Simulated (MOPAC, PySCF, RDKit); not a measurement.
Complex: C2H4 (SMILES C=C) (first 6 atoms) with C2H2 (SMILES C#C); geometry from S22 set.
(charge 0, multiplicity 1):
```xyz
10

C      0.000    -0.668    -2.125
C      0.000     0.668    -2.125
H      0.924    -1.232    -2.126
H     -0.924    -1.232    -2.126
H     -0.924     1.232    -2.126
H      0.924     1.232    -2.126
C      0.000     0.000     2.901
C      0.000     0.000     1.693
H      0.000     0.000     0.627
H      0.000     0.000     3.964
```

Monomers are frozen at their geometry in the pair; levels with a basis set take the counterpoise correction. Rows marked so take none.

Rows in 3-21G, 6-31G* carry no dispersion term and start afresh at each structure (6-31G* with six Cartesian d functions). The state that PM7 reach isn't checked; PM7 holds dispersion and hydrogen-bond terms.

The values were computed with MOPAC for PM7 (differences of heats of formation); PySCF for 3-21G rows, 6-31G* rows; RDKit for the force fields. Values without a source in brackets are computed.

Problem. One of these levels gives -1.30 kcal/mol for the interaction energy. Which?
A. PM7
B. HF/3-21G (no counterpoise)
C. MMFF94
D. HF/6-31G* (no counterpoise)

Solution. D, HF/6-31G* (no counterpoise). The others give -0.14 (MMFF94), -0.99 (PM7), -2.08 (HF/3-21G (no counterpoise))
